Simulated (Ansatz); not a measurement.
Input file:

```yaml
crystal:
  periodic: [false, false, false]
  atoms:
    - {symbol: As, position_ang: [0.000081, -0.000020, -0.024139]}
    - {symbol: H, position_ang: [2.141324, 0.020501, 0.605245]}
    - {symbol: H, position_ang: [-1.090985, 1.846661, 0.592962]}
    - {symbol: H, position_ang: [-1.056331, -1.865699, 0.596105]}
basis:
  gaussian: {orbitals: 6-31G}
total_charge: 1
magnetization: {spin_polarized: false, initial_magnetization: 1}
correlation: {method: fic_mrcisd_q, electrons: outside_noble_gas, active_space: {window: {electrons: 7, orbitals: 7}, shells: [{species: As, l: s, shell: 4}, {species: As, l: p, shell: 4}, {species: H, l: s, shell: 1}]}}
```

```sh
$ ansatz run in.yaml --threads 1 --pin off --events-out ev --progress --plain --max-ram 2393MiB
```

Output:

```
568 factors; integrals over basis functions are off by at most 9.4e-8 eV
mean field evaluation 1: about -60817.1275 eV, gradient 8.1e0 eV
mean field evaluation 2: about -60817.1273 eV, gradient 8.1e0 eV
mean field evaluation 4: about -60817.4458 eV, gradient 7.4e-1 eV
mean field evaluation 8: about -60817.4570 eV, gradient 2.0e-3 eV
mean field -60817.45697386 eV, -2235.0003202363 hartree, gradient 4.3e-6 eV, S^2 0.750000; 0 other end points of the search recorded, 0 dependent functions left out
reference -60817.45697386 eV, -2235.0003202363 hartree; 18, 17 occupied and 17, 18 virtual orbitals, 568 factors
state -60820.97776371 eV, -2235.1297068770 hartree
contracted CI cycle   1: correlation 0.00000000 eV, 0.0000000000 hartree, residual 5.70e0 eV
contracted CI cycle   2: correlation -0.47430233 eV, -0.0174302893 hartree, residual 8.82e-1 eV
contracted CI cycle   3: correlation -0.48696716 eV, -0.0178957129 hartree, residual 1.76e-1 eV
contracted CI cycle   4: correlation -0.48743877 eV, -0.0179130445 hartree, residual 3.45e-2 eV
contracted CI cycle   5: correlation -0.48745895 eV, -0.0179137861 hartree, residual 7.60e-3 eV
contracted CI cycle   6: correlation -0.48745977 eV, -0.0179138163 hartree, residual 1.38e-3 eV
contracted CI cycle   7: correlation -0.48745981 eV, -0.0179138174 hartree, residual 2.67e-4 eV
state -60820.97776371 eV, -2235.1297068770 hartree; corrected -60821.47064892 eV, -2235.1478200743 hartree
Total energy: -60821.47064892 eV, -2235.1478200743 hartree
Checks for a lower state left out: starts, orbital_swaps
```

For the same geometry and basis full CI lies 4.0 meV lower.

Ran on 1 thread of Intel Xeon, shared host: 7 s wall, 0.16 GiB peak host memory.
